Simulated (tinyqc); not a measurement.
Inside a calculation. Method: UHF in the sto-3g basis, for BH, spin multiplicity 1. One step of it, computed by the program tinyqc.

Question. Iteration 4: DIIS coefficients. Solve [B -1; -1 0][c; lambda] = [0; -1] for the coefficients, which sum to one.

B (overlaps of the stored error matrices):
```
               1              2
1  1.7996025e-03  1.0758658e-03
2  1.0758658e-03  6.9760132e-04
```

Give: DIIS coefficients.

Answer.

DIIS coefficients: -1.095  2.095
